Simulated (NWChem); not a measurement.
The numbers come from NWChem runs, not from measurements. System: F4Si, charge 0, spin multiplicity 1, at a geometry optimised with PBE/def2-SVP. The structure started from a generated list of species. Level: B3LYP/def2-SVP, VWN1-RPA local correlation.

Input file:

```
start mol
memory heap 200 mb stack 900 mb global 1100 mb
geometry units angstroms nocenter noautoz
  F      0.000000    -1.308676    -0.925386
  Si     0.000000     0.000000    -0.000001
  F      0.000000     1.308676    -0.925386
  F      1.308676     0.000000     0.925387
  F     -1.308676     0.000000     0.925387
  symmetry group C2v
end
basis spherical
  * library def2-svp
end
dft
  xc b3lyp
  semidirect memsize 60000000 filesize 0
  iterations 100
end
task dft energy
```

Part of the output:

```
             Northwest Computational Chemistry Package (NWChem) 7.3.0
             --------------------------------------------------------

                                NWChem Input Module
                                -------------------

 Scaling coordinates for geometry "geometry" by  1.889725989
 (inverse scale =  0.529177249)

 Turning off AUTOSYM since
 SYMMETRY directive was detected!

                             Geometry "geometry" -> ""
                             -------------------------

 Output coordinates in angstroms (scale by  1.889725989 to convert to a.u.)

  No.       Tag          Charge          X              Y              Z
 ---- ---------------- ---------- -------------- -------------- --------------
    1 F                    9.0000     0.00000000    -1.30867600    -0.92538600
    2 Si                  14.0000     0.00000000     0.00000000    -0.00000100
    3 F                    9.0000     0.00000000     1.30867600    -0.92538600
    4 F                    9.0000     1.30867600     0.00000000     0.92538700
    5 F                    9.0000    -1.30867600     0.00000000     0.92538700

 Effective nuclear repulsion energy (a.u.)     264.6586811592

            Nuclear Dipole moment (a.u.)
            ----------------------------
        X                 Y               Z
 ---------------- ---------------- ----------------
     0.0000000000     0.0000000000     0.0000075589

      Symmetry information
      --------------------

 Group name             C2v
 Group number             16
 Group order               4
 No. of unique centers     3

      Symmetry unique atoms

     1    2    4


 Summary of "ao basis" -> "" (spherical)
 ------------------------------------------------------------------------------
       Tag                 Description            Shells   Functions and Types
 ---------------- ------------------------------  ------  ---------------------
 *                          def2-svp                  on all atoms

                                 NWChem DFT Module
                                 -----------------

 Summary of "ao basis" -> "ao basis" (spherical)
 ------------------------------------------------------------------------------
       Tag                 Description            Shells   Functions and Types
 ---------------- ------------------------------  ------  ---------------------
 F                          def2-svp                 6       14   3s2p1d
 Si                         def2-svp                 8       18   4s3p1d

 Summary of "ao basis" -> "ao basis" (spherical)
 ------------------------------------------------------------------------------
       Tag                 Description            Shells   Functions and Types
 ---------------- ------------------------------  ------  ---------------------
 F                          def2-svp                 6       14   3s2p1d
 Si                         def2-svp                 8       18   4s3p1d

      Symmetry analysis of basis
      --------------------------

        a1         29
        a2          9
        b1         18
        b2         18

            General Information
            -------------------
          SCF calculation type: DFT
          Wavefunction type:  closed shell.
          No. of atoms     :     5
          No. of electrons :    50
           Alpha electrons :    25
            Beta electrons :    25
          Charge           :     0
          Spin multiplicity:     1
          Use of symmetry is: on ; symmetry adaption is: on
          Maximum number of iterations: 100
          AO basis - number of functions:    74
                     number of shells:    32
          Convergence on energy requested:  1.00D-06
          Convergence on density requested:  1.00D-05
          Convergence on gradient requested:  5.00D-04

              XC Information
              --------------
                         B3LYP Method XC Potential
                     Hartree-Fock (Exact) Exchange  0.200
                        Slater Exchange Functional  0.800 local
                    Becke 1988 Exchange Functional  0.720 non-local
              Lee-Yang-Parr Correlation Functional  0.810
                  VWN I RPA Correlation Functional  0.190 local

             Grid Information
             ----------------
          Grid used for XC integration:  medium
          Radial quadrature: Mura-Knowles
          Angular quadrature: Lebedev.
          Tag              B.-S. Rad. Rad. Pts. Rad. Cut. Ang. Pts.
          ---              ---------- --------- --------- ---------
          F                   0.50       49           7.0       434
          Si                  1.10       88           6.0       590
          Grid pruning is: on
          Number of quadrature shells:   186
          Spatial weights used:  Erf1

          Convergence Information
          -----------------------
          Convergence aids based upon iterative change in
          total energy or number of iterations.
          Levelshifting, if invoked, occurs when the
          HOMO/LUMO gap drops below (HL_TOL):  1.00D-02
          DIIS, if invoked, will attempt to extrapolate
          using up to (NFOCK): 10 stored Fock matrices.

                    Damping( 0%)  Levelshifting(0.5)       DIIS
                  --------------- ------------------- ---------------
          dE  on:    start            ASAP                start
          dE off:    2 iters        100 iters           100 iters

      Screening Tolerance Information
      -------------------------------
          Density screening/tol_rho:  1.00D-10
          AO Gaussian exp screening on grid/accAOfunc:  14
          CD Gaussian exp screening on grid/accCDfunc:  20
          XC Gaussian exp screening on grid/accXCfunc:  20
          Schwarz screening/accCoul:  1.00D-08

      Superposition of Atomic Density Guess
      -------------------------------------

 Sum of atomic energies:        -685.90858980

      Non-variational initial energy
      ------------------------------

 Total energy =    -686.568814
 1-e energy   =   -1483.993568
 2-e energy   =     532.766073
 HOMO         =      -0.649736
 LUMO         =       0.025085

      Symmetry analysis of molecular orbitals - initial
      -------------------------------------------------

  Numbering of irreducible representations:

     1 a1          2 a2          3 b1          4 b2

  Orbital symmetries:

     1 a1          2 a1          3 b2          4 b1          5 a1
     6 a1          7 a1          8 b2          9 b1         10 a1
    11 b2         12 b1         13 a1         14 a1         15 a1
    16 b2         17 b1         18 a1         19 a2         20 a1
    21 b2         22 b1         23 a2         24 b2         25 b1
    26 a1         27 a1         28 b1         29 b2         30 a1
    31 a1         32 b1         33 b2         34 a2         35 a1

------------------------------------------------------------
EAF file 0: "./mol.aoints.0" size=524288 bytes
------------------------------------------------------------
               write      read    awrite     aread      wait
               -----      ----    ------     -----      ----
     calls:        1         0         0         0         0
   data(b): 5.24e+05  0.00e+00  0.00e+00  0.00e+00
   time(s): 0.00e+00  0.00e+00  0.00e+00  0.00e+00  0.00e+00
rate(mb/s): 0.00e+00  0.00e+00
------------------------------------------------------------

   convergence    iter        energy       DeltaE   RMS-Dens  Diis-err    time
 ---------------- ----- ----------------- --------- --------- ---------  ------
 d= 0,ls=0.0,diis     1   -688.5954215277 -9.53D+02  2.09D-02  1.14D+00     0.5
 d= 0,ls=0.0,diis     2   -688.5466484027  4.88D-02  1.04D-02  2.03D+00     0.5
 d= 0,ls=0.0,diis     3   -688.7144458851 -1.68D-01  1.01D-03  2.07D-02     0.6
 d= 0,ls=0.0,diis     4   -688.7159004714 -1.45D-03  2.16D-04  6.86D-04     0.7
 d= 0,ls=0.0,diis     5   -688.7159532245 -5.28D-05  8.12D-06  5.55D-07     0.7
 d= 0,ls=0.0,diis     6   -688.7159532641 -3.95D-08  7.11D-07  7.20D-09     0.8

         Total DFT energy =     -688.715953264070
      One electron energy =    -1484.615892210251
           Coulomb energy =      594.203389752413
    Exchange-Corr. energy =      -62.962131965465
 Nuclear repulsion energy =      264.658681159232

 Numeric. integr. density =       50.000002429777

     Total iterative time =      0.6s

                  Occupations of the irreducible representations
                  ----------------------------------------------

                     irrep           alpha         beta
                     --------     --------     --------
                     a1               11.0         11.0
                     a2                2.0          2.0
                     b1                6.0          6.0
                     b2                6.0          6.0

                       DFT Final Molecular Orbital Analysis
                       ------------------------------------

 Vector   23  Occ=2.000000D+00  E=-4.443842D-01  Symmetry=a2
              MO Center=  1.2D-09, -3.2D-10,  1.3D-05, r^2= 3.0D+00
   Bfn.  Coefficient  Atom+Function         Bfn.  Coefficient  Atom+Function
  ----- ------------  ---------------      ----- ------------  ---------------
     4      0.342381  1 F  px                36     -0.342381  3 F  px
    51      0.342385  4 F  py                65     -0.342385  5 F  py
     7     -0.239167  1 F  px                39      0.239167  3 F  px
    54     -0.239170  4 F  py                68      0.239170  5 F  py

 Vector   24  Occ=2.000000D+00  E=-4.443839D-01  Symmetry=b2
              MO Center= -1.2D-09, -5.2D-14, -4.6D-01, r^2= 2.8D+00
   Bfn.  Coefficient  Atom+Function         Bfn.  Coefficient  Atom+Function
  ----- ------------  ---------------      ----- ------------  ---------------
     6      0.342381  1 F  pz                38     -0.342381  3 F  pz
     5     -0.242109  1 F  py                37     -0.242109  3 F  py
    51      0.242097  4 F  py                65      0.242097  5 F  py
     9     -0.239167  1 F  pz                41      0.239167  3 F  pz
     8      0.169122  1 F  py                40      0.169122  3 F  py

 Vector   25  Occ=2.000000D+00  E=-4.443836D-01  Symmetry=b1
              MO Center=  1.0D-14,  3.2D-10,  4.6D-01, r^2= 2.8D+00
   Bfn.  Coefficient  Atom+Function         Bfn.  Coefficient  Atom+Function
  ----- ------------  ---------------      ----- ------------  ---------------
    52      0.342381  4 F  pz                66     -0.342381  5 F  pz
     4      0.242092  1 F  px                36      0.242092  3 F  px
    50     -0.242112  4 F  px                64     -0.242112  5 F  px
    55     -0.239167  4 F  pz                69      0.239167  5 F  pz
     7     -0.169112  1 F  px                39     -0.169112  3 F  px

 Vector   26  Occ=0.000000D+00  E=-4.926873D-03  Symmetry=a1
              MO Center= -6.3D-15,  2.6D-15, -4.3D-06, r^2= 3.3D+00
   Bfn.  Coefficient  Atom+Function         Bfn.  Coefficient  Atom+Function
  ----- ------------  ---------------      ----- ------------  ---------------
    18      1.322985  2 Si s                  3     -0.339091  1 F  s
    35     -0.339091  3 F  s                 49     -0.339089  4 F  s
    63     -0.339089  5 F  s                 16      0.298378  2 Si s
    17      0.266920  2 Si s                  5      0.153716  1 F  py
     8     -0.154025  1 F  py                37     -0.153716  3 F  py

 Vector   27  Occ=0.000000D+00  E= 9.402850D-02  Symmetry=b1
              MO Center=  8.9D-11,  3.2D-16, -3.1D-01, r^2= 3.1D+00
   Bfn.  Coefficient  Atom+Function         Bfn.  Coefficient  Atom+Function
  ----- ------------  ---------------      ----- ------------  ---------------
    25      1.104663  2 Si px                49     -0.379890  4 F  s
    63      0.379890  5 F  s                 22      0.327089  2 Si px
     4      0.221877  1 F  px                36      0.221877  3 F  px
     7     -0.203948  1 F  px                39     -0.203948  3 F  px
    31      0.167757  2 Si d  1              19     -0.163102  2 Si px

 Vector   28  Occ=0.000000D+00  E= 9.402899D-02  Symmetry=b2
              MO Center= -9.6D-17, -1.1D-10,  3.1D-01, r^2= 3.1D+00
   Bfn.  Coefficient  Atom+Function         Bfn.  Coefficient  Atom+Function
  ----- ------------  ---------------      ----- ------------  ---------------
    26      1.104666  2 Si py                 3      0.379891  1 F  s
    35     -0.379891  3 F  s                 23      0.327087  2 Si py
    51      0.221877  4 F  py                65      0.221877  5 F  py
    54     -0.203948  4 F  py                68     -0.203948  5 F  py
    29      0.167757  2 Si d -1               6     -0.163634  1 F  pz

 center of mass
 --------------
 x =   0.00000000 y =   0.00000000 z =   0.00000018

 moments of inertia (a.u.)
 ------------------
         464.777382080897           0.000000000000           0.000000000000
           0.000000000000         464.777382080897           0.000000000000
           0.000000000000           0.000000000000         464.770940137686

     Multipole analysis of the density
     ---------------------------------

     L   x y z        total         alpha         beta         nuclear
     -   - - -        -----         -----         ----         -------
     0   0 0 0     -0.000000    -25.000000    -25.000000     50.000000

     1   1 0 0      0.000000      0.000000      0.000000      0.000000
     1   0 1 0      0.000000      0.000000      0.000000      0.000000
     1   0 0 1     -0.000008     -0.000008     -0.000008      0.000008

     2   2 0 0    -24.100698    -67.093648    -67.093648    110.086598
     2   1 1 0     -0.000000     -0.000000     -0.000000      0.000000
     2   1 0 1      0.000000      0.000000      0.000000      0.000000
     2   0 2 0    -24.100685    -67.093642    -67.093642    110.086598
     2   0 1 1     -0.000000     -0.000000     -0.000000      0.000000
     2   0 0 2    -24.100821    -67.095236    -67.095236    110.089650

 Task  times  cpu:        0.8s     wall:        0.8s

 Total times  cpu:        0.8s     wall:        0.8s
```
